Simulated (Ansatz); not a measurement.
Potential energy surface of H2S, singlet: symmetric bend, bond length relaxed. Scanned: H-S-H angle. Other coordinates (S-H bond length) were minimised at PBE0/def2-TZVP.

Computed with CCSD(T) on RHF/aug-cc-pVQZ, frozen core (Ansatz, a quantum-chemistry and plane-wave program).

Scanned values (°): 180, 167, 157, 147, 137, 127, 117, 107, 97, 87, 77, 67, 60.

Describe the profile: where are the wells and the tops?

Lower than their neighbours: 97° (0.0 mEh). Higher than their neighbours: 180° (109.7 mEh, end of the scan), 60° (27.2 mEh, end of the scan). The whole profile spans 109.7 mEh.
